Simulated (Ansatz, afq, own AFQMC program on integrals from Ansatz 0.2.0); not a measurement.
**O$_{2}$⁺, quartet in 6-31G, levels against full CI**

| atom | x (Å) | y (Å) | z (Å) |
| --- | --- | --- | --- |
| O | 0.0000 | 0.0000 | 0.0000 |
| O | 0.0000 | 0.0000 | 1.3456 |

Basis 6-31G. Noble-gas cores (and the filled d shells of Ga–Kr and In–Xe) are frozen. Ansatz 0.2.0 and our own AFQMC program on the same integrals; the CISD trial comes from CCSD amplitudes, and released means the phaseless constraint is let go. Error bars are statistical, one sigma.

Determinant: UHF, the one that the program's search chose, which needn't be the lowest solution. The geometry is a point of a scan.

Full CI on the same integrals is exact in this basis and with this determinant's frozen core.

Cautions: lower spins were not checked; the search met a lower determinant of the same kind, perhaps of another symmetry (66 meV lower), and this one is a saddle point; the CCSD(T) amplitudes may be one of several solutions (largest double 0.13); the CCSDT(Q) amplitudes may be one of several solutions (largest double 0.14); the CCSDTQ amplitudes may be one of several solutions (largest double 0.14); the released energies have errors that jump between times, so the bars are unsure, so no released level is given (meV from the phaseless value at times in 1/Eh: -86 ± 67 at 0.24, -27 ± 3 at 0.51, -43.5 ± 1.9 at 0.99, -111 ± 63 at 1.62, -56.2 ± 2.3 at 2.40), though the last usable value meets full CI within the noise.

The T1 diagnostic is 0.0138 and the weight of the determinant in the CISD state is 0.914. The ⟨S²⟩ of the determinant is 3.777. The size of the correlated space is 11 electrons in 16 orbitals.

Reference: full CI, correlation energy -5.564 eV.

```json
{"level": "HF", "E − E(reference) (kcal/mol)": "128.31", "share of correlation (%)": "0.00"}
{"level": "MP2", "E − E(reference) (kcal/mol)": "11.89", "share of correlation (%)": "90.74"}
{"level": "CCSD", "E − E(reference) (kcal/mol)": "4.73", "share of correlation (%)": "96.31"}
{"level": "CCSD(T)", "E − E(reference) (kcal/mol)": "1.49", "share of correlation (%)": "98.84"}
{"level": "CCSDT", "E − E(reference) (kcal/mol)": "0.98", "share of correlation (%)": "99.24"}
{"level": "CCSDT(Q)", "E − E(reference) (kcal/mol)": "0.11", "share of correlation (%)": "99.91"}
{"level": "CCSDTQ", "E − E(reference) (kcal/mol)": "0.04", "share of correlation (%)": "99.97"}
{"level": "ph-AFQMC/HF", "E − E(reference) (kcal/mol)": "8.66 ± 0.61", "share of correlation (%)": "93.25"}
{"level": "ph-AFQMC/CISD", "E − E(reference) (kcal/mol)": "1.24 ± 0.05", "share of correlation (%)": "99.03"}
```

CCSDT and higher add their correlation energy to the determinant of the CCSD(T) run, since their own runs factorise the integrals more tightly (a shift of under 2 meV). A walk keeps the symmetry of its determinant, which the program's search chose and which needn't be the lowest solution, so a lower state of the same spin and another symmetry isn't excluded.
